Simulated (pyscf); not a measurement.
F–SiH₃ + H₂B–OH → H₂B–O–SiH₃ + HF, a four-centre exchange (singlet surface; F–Si, H–O broken, O–Si, F–H formed). Structures and frequencies: ωB97X-D3(BJ)/def2-SVP in PySCF. Correlated levels are frozen-core, on RHF or UHF. ΔMP2 is the change of the MP2 total energy from the triple- to the quadruple-zeta basis. Energies in kcal/mol from the separated reactants.

Small-basis levels: PySCF, no dispersion term, spherical d functions. AM1 to PM7: differences of heats of formation from MOPAC. GFN2-xTB: tblite. Cost: rough CPU time at the saddle relative to B3LYP/6-31G*, from one job on a shared machine.

| level | barrier | reaction energy | cost |
|---|---|---|---|
| HF/STO-3G | 36.8 | +5.8 | 0.05 |
| PBE/6-31G* | 23.3 | +19.5 | 2 |
| B3LYP/3-21G | 9.1 | +19.9 | 0.7 |
| B3LYP/LANL2DZ | 16.9 | +8.0 | 0.7 |
| M06-2X/6-31G* | 26.1 | +16.2 | 2 |
| B3LYP/6-311+G** | 31.0 | +10.4 | 2 |
| GFN2-xTB | 25.9 | +15.6 | under 0.02 |
| AM1 | 64.1 | +16.6 | under 0.02 |
| PM7 | 46.8 | +5.8 | under 0.02 |
| CCSD(T)/def2-TZVPP + ΔMP2(QZVPP) | 31.0 | +10.8 | – |

Against the last row the barrier runs from -21.9 (B3LYP/3-21G) to +33.1 kcal/mol (AM1); B3LYP/6-311+G** happens to lie closest here (0.0 kcal/mol apart). At B3LYP/3-21G this geometry lies under one side, so the entry may be no barrier of that level: it is a single point on another level's saddle. CCSD(T)/def2-TZVPP + ΔMP2(QZVPP) has limits of its own. On the product side the descent ends in a complex, 6.3 kcal/mol under the separated species and 24.0 kcal/mol under the saddle at ωB97X-D3(BJ)/def2-TZVP. At ωB97X-D3(BJ) the barrier from the zero used here is 28.8 kcal/mol. One saddle was located; it need not be the lowest between these sides. The CCSD(T) − MP2 part came from Ansatz, without density fitting, on the same reference.
